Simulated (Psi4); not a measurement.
# BNH3S (SMILES N[B]S) at UM06-L/def2-SVPD

Aim: the vertical ionisation energy of BNH3S at UM06-L/def2-SVPD, from 2 runs. 

The results are computed with Psi4 1.11.

2 further runs of the same task are left out: 2 set aside as unsound or not needed.

## (1) The molecule

BNH3S has 6 atoms, charge 0, and is taken as a doublet. SMILES: `N[B]S`. Geometry: relaxed at PBE0-D4/def2-TZVP. This is a higher conformer, about 7 kJ/mol above the lowest found by a separate search.

Bond lengths: N1–B2 1.380 Å, B2–S3 1.779 Å, N1–H4 1.005 Å, N1–H5 1.010 Å, S3–H6 1.355 Å. Angles: N1–B2–S3 132.0°, B2–N1–H4 122.5°, B2–N1–H5 124.0°, B2–S3–H6 100.0°, H4–N1–H5 113.6°.

## (2) Energy and forces at UM06-L/def2-SVPD

The input, job.inp:

```
memory 1.6 GB

molecule molecule1 {
  0 2
  N
  B 1 r2
  S 2 r3 1 a3
  H 1 r4 2 a4 3 d4
  H 1 r5 4 a5 2 d5
  H 3 r6 2 a6 1 d6

  r2 = 1.380279
  r3 = 1.779439
  a3 = 132.00294
  r4 = 1.005359
  a4 = 122.45641
  d4 = 179.989
  r5 = 1.010195
  a5 = 113.5551
  d5 = 179.98879
  r6 = 1.355171
  a6 = 100.01381
  d6 = 0.00326
  symmetry c1
}

set {
  basis def2-SVPD
  reference uks
  puream true
  e_convergence 1e-09
  d_convergence 1e-08
  scf_type pk
  dft_radial_points 99
  dft_spherical_points 590
  maxiter 200
}

e_tot, wfn = gradient("m06-l", return_wfn=True)
oeprop(wfn, "WIBERG_LOWDIN_INDICES", "LOWDIN_CHARGES", "MAYER_INDICES")
```

Launch:

```sh
psi4 -i job.inp -o job.out -n 1
```

job.out, cut to the lines that bear on the results:

```text
[...]
  Running in c1 symmetry.
[...]
  Nuclear repulsion =   81.705217491820562
[...]
  Multiplicity = 2
[...]
  Nalpha       = 16
  Nbeta        = 15
[...]
    Number of basis functions: 91
[...]
   @UKS iter   1:  -479.13523410963865   -8.29111e-02   8.39081e-03 ADIIS/DIIS
[...]
   @UKS iter  14:  -479.41662258021819   -5.68434e-13   2.94528e-09 DIIS
[...]
   @S^2 Observed:                7.560737299E-01
[...]
    Orbital Energies [Eh]
    ---------------------
    Alpha Occupied:
       1A    -88.505587     2A    -14.195782     3A     -7.897968
       4A     -6.677603     5A     -5.812451     6A     -5.807129
       7A     -5.802989     8A     -0.844032     9A     -0.700543
      10A     -0.489877    11A     -0.485399    12A     -0.417903
      13A     -0.311896    14A     -0.303720    15A     -0.236887
      16A     -0.169127
    Alpha Virtual:
      17A     -0.012960    18A      0.012653    19A      0.018790
      20A      0.039834    21A      0.054042    22A      0.067569
      23A      0.082907    24A      0.090570    25A      0.115767
[...]
  @UKS Final Energy:  -479.41662258021819
   => Energetics <=
    Nuclear Repulsion Energy =             81.7052174918205623
    One-Electron Energy =                -821.0875708026475195
    Two-Electron Energy =                 297.7420794630903629
    DFT Exchange-Correlation Energy =     -37.7763487324816012
    Empirical Dispersion Energy =           0.0000000000000000
    VV10 Nonlocal Energy =                  0.0000000000000000
    Total Energy =                       -479.4166225802181884
[...]
 Multipole Moments:
 ------------------------------------------------------------------------------------
     Multipole            Electronic (a.u.)      Nuclear  (a.u.)        Total (a.u.)
 ------------------------------------------------------------------------------------
 L = 1.  Multiply by 2.5417464519 to convert [e a0] to [Debye]
 Dipole X            :          0.0000245           -0.0000972           -0.0000727
 Dipole Y            :          0.6853254           -0.8645045           -0.1791792
 Dipole Z            :          2.6097811           -3.7302796           -1.1204985
 Magnitude           :                                                    1.1347343
[...]
  -Total Gradient:
     Atom            X                  Y                   Z
    ------   -----------------  -----------------  -----------------
       1        0.000001479553     0.000974229923    -0.002373166552
       2        0.000002412268    -0.003447750408    -0.003468816963
       3       -0.000002208511     0.000472684207    -0.001477599889
       4       -0.000001903820    -0.002668627463     0.003226919773
       5       -0.000000177037     0.002497461117     0.003384968848
       6        0.000000378155     0.002159706758     0.000671923007
[...]
```

It took 37 s on 1 thread of Intel Xeon 6975P-C (Granite Rapids), shared host; peak memory 0.86 GiB.

## (3) The singlet cation: a single-point energy at M06-L/def2-SVPD

The input, input.in:

```
memory 1600 MB

molecule m {
  1 1
  N     -0.621200     0.083000    -0.756700
  B     -0.538400    -0.445500     0.515700
  S      0.781100    -0.475200     1.709200
  H     -1.454200     0.016000    -1.315600
  H      0.135500     0.569200    -1.216600
  H      1.739200     0.188500     1.017800
  symmetry c1
  no_reorient
  no_com
}

set {
  basis def2-SVPD
  puream true
  e_convergence 1e-09
  d_convergence 1e-08
  scf_type pk
  dft_radial_points 99
  dft_spherical_points 590
}

energy_value, wavefunction = energy("m06-l", return_wfn=True)
oeprop(wavefunction, "MAYER_INDICES", "QUADRUPOLE", "LOWDIN_CHARGES")
```

Launch:

```sh
psi4 -i input.in -o input.out -n 1
```

input.out, cut to the lines that bear on the results:

```text
[...]
  Running in c1 symmetry.
[...]
  Nuclear repulsion =   81.705212903495450
[...]
  Multiplicity = 1
[...]
  Nalpha       = 15
  Nbeta        = 15
[...]
    Number of basis functions: 91
[...]
   @RKS iter   1:  -478.91037798154883    1.41945e-01   7.69755e-03 ADIIS/DIIS
[...]
   @RKS iter  13:  -479.12371471206177   -1.19371e-12   2.76666e-09 DIIS
[...]
    Orbital Energies [Eh]
    ---------------------
    Doubly Occupied:
       1A    -88.755194     2A    -14.447501     3A     -8.146244
       4A     -7.024864     5A     -6.060961     6A     -6.055653
       7A     -6.050704     8A     -1.094360     9A     -0.945829
      10A     -0.741202    11A     -0.725764    12A     -0.665545
      13A     -0.550952    14A     -0.545020    15A     -0.468965
[...]
  @RKS Final Energy:  -479.12371471206177
   => Energetics <=
    Nuclear Repulsion Energy =             81.7052129034954504
    One-Electron Energy =                -813.2370515149941639
    Two-Electron Energy =                 289.8722876938828676
    DFT Exchange-Correlation Energy =     -37.4641637944458950
    Empirical Dispersion Energy =           0.0000000000000000
    VV10 Nonlocal Energy =                  0.0000000000000000
    Total Energy =                       -479.1237147120617692
[...]
 Multipole Moments:
 ------------------------------------------------------------------------------------
     Multipole            Electronic (a.u.)      Nuclear  (a.u.)        Total (a.u.)
 ------------------------------------------------------------------------------------
 L = 1.  Multiply by 2.5417464519 to convert [e a0] to [Debye]
 Dipole X            :        -11.5731219           11.1072432           -0.4658787
 Dipole Y            :         15.7232359          -16.0173186           -0.2940828
 Dipole Z            :        -43.4805794           43.6798856            0.1993061
 Magnitude           :                                                    0.5858759
 L = 2.  Multiply by 1.3450342976 to convert [e a0^2] to [Debye ang]
 Quadrupole XX       :        -78.0234300           68.1014518           -9.9219782
 Quadrupole XY       :         19.3113368          -16.8511126            2.4602242
[...]
```

Run time: 21 s. Hardware: 1 thread of Intel Xeon 6975P-C (Granite Rapids), shared host; peak memory 0.86 GiB.

## (4) Outcome

Level: UM06-L/def2-SVPD.

| quantity | value |
| --- | --- |
| doublet BNH3S: total energy | -479.41662 Eh |
| doublet BNH3S: dipole moment | 2.88 D |
| doublet BNH3S: HOMO energy (highest over α and β) | -4.60 eV |
| doublet BNH3S: LUMO energy (lowest over α and β) | -2.32 eV |
| doublet BNH3S: ⟨S²⟩ | 0.756 |
| doublet BNH3S: largest force on an atom | 0.251 eV/Å |
| singlet cation: total energy | -479.12371 Eh |
| singlet cation: HOMO energy | -12.76 eV |
| singlet cation: LUMO energy | -10.41 eV |
| singlet cation: HOMO–LUMO gap | 2.35 eV |
| vertical ionisation energy (to the singlet cation) | 7.970 eV |

What this shows: Removing an electron at fixed nuclei costs 7.97 eV (769 kJ/mol). The largest force (doublet BNH3S) is 0.25 eV/Å: the shape isn't a stationary point for this species at this level. Only the singlet of the ionised species was computed; a triplet could lie lower.
